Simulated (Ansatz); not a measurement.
A made-up structure of C2H5Si, doublet:

```xyz
8
angstrom
C -1.5778 0.5123 -1.0481
Si -0.0399 0.6044 -0.4092
C 0.7140 -0.6469 0.7431
H -2.5592 0.4905 -1.4805
H -1.1888 1.4025 -0.6238
H 0.9898 -0.1781 1.6909
H 1.6198 -1.0740 0.3057
H 0.0046 -1.4511 0.9404
```

It is relaxed with PBE-D4/def2-SVP and then PBE0-D4/def2-TZVP (Ansatz 0.2.0). Atoms count as bonded within 1.22 times the sum of their covalent radii (H–H: 0.88 Å). The end point is not checked to be a true minimum.

Does its bonding change? (Judge from chemistry; the calculation decides.)

Computed: Yes. Formed: none; broken: Si2–H5.

Where it ends: The first stage lowers the energy by 2.37 eV in 12 steps. It ends as C₂H₅Si ([CH2][Si][CH3]):
| atom | x (Å) | y (Å) | z (Å) |
| --- | --- | --- | --- |
| C1 | -1.4304 | 0.8927 | -0.9053 |
| Si2 | 0.1053 | 0.7958 | -0.1713 |
| C3 | 0.7139 | -0.7311 | 0.7388 |
| H4 | -2.1196 | 0.0522 | -0.8668 |
| H5 | -1.7831 | 1.7715 | -1.4305 |
| H6 | 0.9433 | -0.5024 | 1.7810 |
| H7 | 1.6124 | -1.1360 | 0.2698 |
| H8 | -0.0794 | -1.4830 | 0.7029 |

Labels in which every atom is bracketed show which atoms are joined, not bond orders.

For scale, one of the runs: PBE0-D4/def2-TZVP relaxation, 129 basis functions, launched by `ansatz run in.yaml --threads 2 --pin off --events-out ev --progress --plain --max-ram 4352MiB`. The run took about 38 s on 2 CPU threads of an Arm Neoverse N1 (shared host).
